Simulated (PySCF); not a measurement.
Compound: 1-chloro-1,1-difluoroethane, C2H3ClF2.
Cartesian coordinates in Å at the PBE0-D3(BJ)/def2-SVP level; atoms count from 1:
```xyz
8
C2H3ClF2 angstrom
C     -0.790   -0.134    0.015
C      0.682    0.159    0.022
F      1.182    0.063    1.260
F      0.926    1.403   -0.407
Cl     1.583   -0.973   -1.028
H     -0.969   -1.150    0.390
H     -1.186   -0.046   -1.004
H     -1.291    0.593    0.669
```

Lines to be assigned: C 1s: 291.99 (area 1), 297.40 (area 1) eV; F 1s: 693.90 eV; Cl 1s: 2829.22 eV; Cl 2p3/2: 206.65 eV.

The calculation used delta-SCF UKS SCAN, pcX-2 on the ionised atom, pcseg-1 elsewhere, spin-free X2C (PySCF 2.14.0). Isolated species at its PBE0-D3(BJ)/def2-SVP geometry, gas phase.

Question: Which carbon gives which C 1s line?

Answer: 291.99 eV: C1 (methyl carbon); 297.40 eV: C2 (CF2 carbon). Lowest listed C 1s: C1, bonded to C and 3 H. Highest, 5.41 eV above it: C2, bonded to 2 F, Cl and C. Summing the Pauling electronegativity differences to the bonded atoms, each weighted by its formal bond order, gives -1.05 for the lowest site and +3.47 for the highest.

Bonded neighbours of each site: C1: C and 3 H; C2: 2 F, Cl and C; F3/F4: C; Cl5: C.

Question: What is the longest wavelength that can ionise F 1s of F3/F4 vertically?

Answer: λ = hc/E = 12398.42 eV Å / 693.90 eV = 17.868 Å.

Atoms equivalent by their bonding share one computed value, that of the first of them. Spin–orbit coupling isn't in the SCF: each 2p doublet comes from a relaxed spin-free hole plus a matrix of the shell (mean-field spin–orbit coupling and the ground-state 2p splitting), with 2p3/2 averaged over its two sublevels. 2p1/2 minus 2p3/2 (ligand field included): Cl 1.65 eV.
